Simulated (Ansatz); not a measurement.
Geometry optimisation, RKS BHLYP-D4/def2-SVP in Ansatz 0.2.0.

Input file:

```yaml
crystal:
  periodic: [false, false, false]
  atoms:
    - { symbol: B, position_ang: [0.046655, -0.242484, -0.054478] }
    - { symbol: H, position_ang: [0.112634, -0.38363, 1.128424] }
    - { symbol: Cl, position_ang: [1.496576, -0.470589, -0.981176] }
    - { symbol: H, position_ang: [-0.987798, -0.040238, -0.608129] }
    - { symbol: F, position_ang: [0.2021, 2.064108, 0.946131] }
    - { symbol: H, position_ang: [0.250632, 1.416133, 1.594628] }
basis:
  gaussian: { orbitals: def2-SVP }
hamiltonian:
  xc: { name: BHLYP }
  dispersion: d4
relax:
  f_tol: 0.03
  max_steps: 50
```

Launched with:

```bash
$ ansatz run input.yaml --threads 1 --pin off --max-ram 2048MiB --backend cpu --events-out ev --progress --plain --runs-dir out
```

Where does it end, and by what steps?

The forces met the threshold. After 25 steps the energy has fallen by 0.100 eV; H6 moved furthest, 0.93 Å.

```
step  energy less start (eV)  largest force component (eV/Å)  accepted
   0                  0.0000                           0.154       yes
   1                  0.0043                           1.184        no
   2                 -0.0130                           0.352       yes
   3                 -0.0172                           0.712       yes
   4                 -0.0260                           0.504       yes
   5                 -0.0325                           0.492       yes
   6                 -0.0378                           0.289       yes
   7                 -0.0394                           0.444       yes
   8                 -0.0430                           0.216       yes
   9                 -0.0430                           0.283       yes
  10                 -0.0522                           0.079       yes
  11                 -0.0524                           0.112       yes
  12                  0.0084                           2.307        no
  13                 -0.0581                           0.201       yes
  14                 -0.0441                           1.380        no
  15                 -0.0621                           0.142       yes
  16                 -0.0656                           0.203       yes
  17                 -0.0729                           0.179       yes
  18                 -0.0794                           0.205       yes
  19                 -0.0949                           0.082       yes
  20                 -0.0953                           0.078       yes
  21                 -0.0234                           2.247        no
  22                 -0.0965                           0.278       yes
  23                 -0.0985                           0.201       yes
  24                 -0.0996                           0.136       yes
  25                 -0.1002                           0.014       yes
```

```xyz
6
Properties=species:S:1:pos:R:3
B -0.059 -0.278 0.034
H -0.202 -0.959 0.998
Cl 1.599 -0.015 -0.540
H -0.946 0.066 -0.680
F -0.067 1.653 1.221
H 0.795 1.877 0.992
```

Whether the end is a true minimum wasn't checked by a vibrational analysis.

Time of the run: 49 s on 1 thread of Arm Neoverse V1, with other jobs on the host, peak memory 0.13 GiB.
